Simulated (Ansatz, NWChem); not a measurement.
**Predicting a hybrid from its neighbours: C3H8 (propane)**

C3H8 has 11 atoms, charge 0, and is taken as a singlet. As SMILES, `CCC`. The shape is that of a PBE0-D4/def2-TZVP optimisation.

The HOMO–LUMO gap y, in eV, basis def2-SVP; a is the functional's share of exact exchange. Programs: Ansatz 0.2.0, NWChem 7.3.0.

| functional | program | a | y (eV) |
| --- | --- | --- | --- |
| r2SCAN | Ansatz | 0 | 9.83 |
| TPSS | NWChem | 0 | 9.26 |
| B3LYP | Ansatz | 0.2 | 10.47 |
| r2SCAN0 | Ansatz | 0.25 | ? |
| PBE0 | Ansatz | 0.25 | 11.03 |
| BHLYP | Ansatz | 0.5 | 13.10 |

Question: Fit y = c + s·a to the known rows and predict r2SCAN0.

Answer: 
1. Means of the 5 rows: a = 0.1900, y = 10.738.
2. Σ(Δa)² = 0.172, Σ(Δa·Δy) = 1.2004, so the slope is 1.2004/0.172 = 6.9791.
3. Intercept: 10.738 − (6.9791) × 0.1900 = 9.412. The largest residual of the fit is 0.42.
4. r2SCAN0: 9.412 + (6.9791) × 0.25 = 11.16 eV.

The run gave 11.74 eV, so the prediction is off by -0.58 eV, about the scatter of the fit. Exact exchange lowers occupied levels and raises empty ones. The rows mix families of semi-local functionals, which the line can't see.
